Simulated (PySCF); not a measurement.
Adding and removing an electron: SiC

ROHF-SCS-MP2; PySCF, no relativity, basis sets Si def2-TZVPPD, C def2-TZVPPD. Neutral (ROHF): triplet (σ ↑, π ↑), Re = 1.718 Å, ωe = 995 cm⁻¹, De = 4.00 eV.

SiC⁺ (UHF): quartet (σ ↑, π ↑↑), Re = 1.803 Å, ωe = 883 cm⁻¹, De = 3.12 eV to Si⁺ + C. The energies at the minima are -326.81813 hartree for SiC and -326.49372 for SiC⁺.

Task: Work out the adiabatic ionisation energy, without and with harmonic zero-point energies (1 hartree = 27.2114 eV, 1 eV = 8065.5 cm⁻¹), and the change of the bond length.

Result: At SCS-MP2: 0.32441 hartree = 8.828 eV between the minima; the zero-point term (883.0 − 995.0)/2 cm⁻¹ = -0.007 eV makes it 8.821 eV. Re changes by +8.5 pm against the neutral. The electron leaves a π orbital, and the longer bond of the ion fits a bonding orbital, or a change in how ionic the bond is.

Correlated steps freeze 6 core orbitals. UHF and ROHF references stand side by side, which adds small steps between rows. For an ion De counts to the pair picked by the measured ionisation energies or electron affinities, which need not be the lowest pair at this level. States were picked by a PBE0 search and need not be the measured ground states.

Neutral and ion stand on different kinds of reference determinant, which adds to the error of the difference.
